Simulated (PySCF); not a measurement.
**CF4: PBE0 against B3LYP**

Base calculation in PySCF with density fitting and no spin–orbit coupling, PBE0/def2-TZVP (no relativity): singlet, Td, C–F 1.318 Å (×4); wavenumbers 436 (×2), 634 (×3), 925, 1296 (×3) cm⁻¹; gap between the highest occupied and lowest empty levels 15.37 eV, polar-tensor charge of C 2.08 e, atomisation energy (no zero-point energy) 2004 kJ/mol.

Problem. What changes on going to B3LYP/def2-TZVP (no relativity)?

Solution. The point group stays the same. Changes: mean bond to C +0.008 Å, highest wavenumber -46 cm⁻¹, lowest wavenumber -8 cm⁻¹, gap between the highest occupied and lowest empty levels -0.86 eV, polar-tensor charge of C -0.01 e, atomisation energy (no zero-point energy) -43 kJ/mol. The new structure has C–F 1.326 Å (×4), with wavenumbers 428 (×2), 622 (×3), 900, 1250 (×3) cm⁻¹.

The structures come from searches over a few start shapes, so lower isomers are not excluded.
